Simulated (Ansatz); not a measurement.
Basis-set extrapolation for C3H8N2, SMILES `C/N=C/NC` (PBE0-D4/def2-TZVP geometry, frozen core, Ansatz 0.2.0). Multiplicity 1, RHF reference.

```json
{"": "HF", "def2-TZVPP": "-227.228813", "def2-QZVPP": "-227.239822"}
{"": "MP2 correlation", "def2-TZVPP": "-0.925158", "def2-QZVPP": "-0.986485"}
{"": "CCSD(T) correlation", "def2-TZVPP": "-1.004101", "def2-QZVPP": "not run"}
```

Energies in hartree. Use E(X) = E(∞) + A·exp(−7.88·√X) for Hartree–Fock and E(X) = E(∞) + B·X^(−2.97) for correlation, with X = 3 and 4, and add CCSD(T) minus MP2 of the smaller set to the MP2 limit.

**Question.** What is the CCSD(T) energy at the basis-set limit?

**Answer.** HF limit: -227.239822 + (-0.011009) × 0.13774 = -227.24134. MP2 limit: -0.986485 + (-0.061327) × 0.74074 = -1.03191. Higher-order term: -1.004101 − (-0.925158) = -0.07894. Total: -228.35219 hartree, 3.25 eV below CCSD(T)/def2-TZVPP.
